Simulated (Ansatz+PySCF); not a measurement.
Values are calculated unless marked as measured or tabulated.
## Ansatz (development build ahead of 0.2.0) run

```yaml
crystal:
  periodic: [false, false, false]
  atoms:
    - { symbol: Li, position_ang: [0.0, 0.0, 0.0] }
    - { symbol: Si, position_ang: [0.74105, 0.98807, 2.13923] }
basis:
  gaussian: { orbitals: "6-31G" }
magnetization:
  initial_magnetization: 3
hamiltonian:
  xc: hf
correlation:
  method: ccsd_t
  frozen_orbitals: { Li: 0, Si: 5 }
```

The input is written out in the form of the current development build from the run's settings. Correlation on restricted open-shell orbitals is semicanonical, with singles.

Results

```json
{"Converged": "yes", "Reference energy": "-296.30418 hartree", "CCSD correlation energy": "-0.03020 hartree", "Triples correction": "-0.00059 hartree", "Total energy": "-296.33497 hartree", "Spin squared of the determinant": "3.750", "Stability test": "minimum among restricted orbitals", "T1 diagnostic": "0.025", "Largest doubles amplitude": "0.04", "Occupied orbitals by symmetry in an Abelian subgroup (alpha; beta)": "6 A1 2 B1 2 B2; 5 A1 1 B1 1 B2"}
```
